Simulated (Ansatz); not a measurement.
Bulk modulus B0 of 1T (CdI2-type) HfS2 at several levels of theory

No measured value is used here.

```csv
level (code),value (GPa),cell (Å³/atom)
LDA (Ansatz),32.9,20.74
PBE+SOC (Ansatz),2.2,26.47
PBEsol (Ansatz),…,22.15
```

Q: What belongs in the gaps?

A: 
- PBEsol (Ansatz, a quantum-chemistry and plane-wave program), value (GPa): 15.2

Density-functional levels without +SOC have no spin–orbit coupling. LDA, PBE+SOC, PBEsol: the cell comes from a level without a dispersion term, which matters for the spacing of layers, chains or molecules. Each level is taken at its own relaxed cell. Ansatz's density-functional and Hartree–Fock values are scalar-relativistic unless marked +SOC, with PAW data made under PBE.
